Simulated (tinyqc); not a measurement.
Inside a calculation. Method: CCD on RHF in the sto-6g basis, for H2F+, spin multiplicity 1. One step of it, computed by the program tinyqc.

Problem. Iteration 8 (converged): orbitals. Diagonalise F' = X^T F X, C = X C', fill 5 alpha and 5 beta electrons from the bottom; D = 2 C_occ C_occ^T. Each column has its largest component positive (the first on a tie).

converged F (hartree):
```
             1F 1s      1F 2s     1F 2px     1F 2py     1F 2pz      2H 1s      3H 1s
1F 1s   -26.931402  -6.523641   0.000000  -0.000230  -0.021529  -1.141071  -1.116568
1F 2s    -6.523641  -3.486612   0.000000  -0.001954  -0.103505  -1.158904  -1.140223
1F 2px    0.000000   0.000000  -1.032724   0.000000   0.000000   0.000000   0.000000
1F 2py   -0.000230  -0.001954   0.000000  -0.978211  -0.001157  -0.540792   0.535197
1F 2pz   -0.021529  -0.103505   0.000000  -0.001157  -0.999509  -0.377028  -0.373688
2H 1s    -1.141071  -1.158904   0.000000  -0.540792  -0.377028  -0.827176  -0.336167
3H 1s    -1.116568  -1.140223   0.000000   0.535197  -0.373688  -0.336167  -0.815888
```

X:
```
            1F 1s      1F 2s    1F 2px     1F 2py     1F 2pz      2H 1s      3H 1s
1F 1s    1.022546  -0.132937  0.000000  -0.000119  -0.005093   0.016862   0.016611
1F 2s   -0.132937   1.152405  0.000000   0.001588   0.053318  -0.218816  -0.213769
1F 2px   0.000000   0.000000  1.000000   0.000000   0.000000   0.000000   0.000000
1F 2py  -0.000119   0.001588  0.000000   1.071968   0.000561  -0.174919   0.172399
1F 2pz  -0.005093   0.053318  0.000000   0.000561   1.021653  -0.088975  -0.087326
2H 1s    0.016862  -0.218816  0.000000  -0.174919  -0.088975   1.121197  -0.068041
3H 1s    0.016611  -0.213769  0.000000   0.172399  -0.087326  -0.068041   1.117412
```

Give: F' = X^T F X; orbital energies; coefficients C; D after iteration 8.

Solution.

F' = X^T F X (hartree):
```
          1        2        3        4        5        6        7
1  -26.5150  -3.2064   0.0000  -0.0003  -0.0334  -0.1690  -0.1630
2   -3.2064  -2.1974   0.0000   0.0013   0.0348  -0.4793  -0.4701
3    0.0000   0.0000  -1.0327   0.0000   0.0000   0.0000   0.0000
4   -0.0003   0.0013   0.0000  -0.7527   0.0003  -0.4373   0.4328
5   -0.0334   0.0348   0.0000   0.0003  -0.9246  -0.2596  -0.2566
6   -0.1690  -0.4793   0.0000  -0.4373  -0.2596  -0.3711  -0.0724
7   -0.1630  -0.4701   0.0000   0.4328  -0.2566  -0.0724  -0.3727
```

orbital energies (hartree): MO1 -26.9346, MO2 -2.0443, MO3 -1.1818, MO4 -1.0577, MO5 -1.0327, MO6 -0.0448, MO7 0.1297

coefficients C:
```
            MO1      MO2      MO3      MO4     MO5      MO6      MO7
1F 1s    0.9971  -0.2381   0.0012   0.0572  0.0000   0.0984  -0.0032
1F 2s    0.0130   0.9521  -0.0070  -0.3080  0.0000  -0.6634   0.0237
1F 2px   0.0000   0.0000   0.0000   0.0000  1.0000   0.0000   0.0000
1F 2py   0.0000   0.0017   0.7388  -0.0063  0.0000   0.0192   0.8144
1F 2pz   0.0016   0.0967   0.0065   0.8915  0.0000  -0.5078   0.0149
2H 1s   -0.0024   0.0800   0.3394   0.1974  0.0000   0.7296  -0.8097
3H 1s   -0.0024   0.0783  -0.3362   0.2030  0.0000   0.7679   0.7659
```

D after iteration 8:
```
          1F 1s    1F 2s  1F 2px   1F 2py   1F 2pz    2H 1s    3H 1s
1F 1s    2.1083  -0.4626  0.0000   0.0004   0.0591  -0.0196  -0.0197
1F 2s   -0.4626   2.0029  0.0000  -0.0031  -0.3649   0.0259   0.0287
1F 2px   0.0000   0.0000  2.0000   0.0000   0.0000   0.0000   0.0000
1F 2py   0.0004  -0.0031  0.0000   1.0917  -0.0012   0.4992  -0.4990
1F 2pz   0.0591  -0.3649  0.0000  -0.0012   1.6083   0.3719   0.3727
2H 1s   -0.0196   0.0259  0.0000   0.4992   0.3719   0.3211  -0.1355
3H 1s   -0.0197   0.0287  0.0000  -0.4990   0.3727  -0.1355   0.3207
```
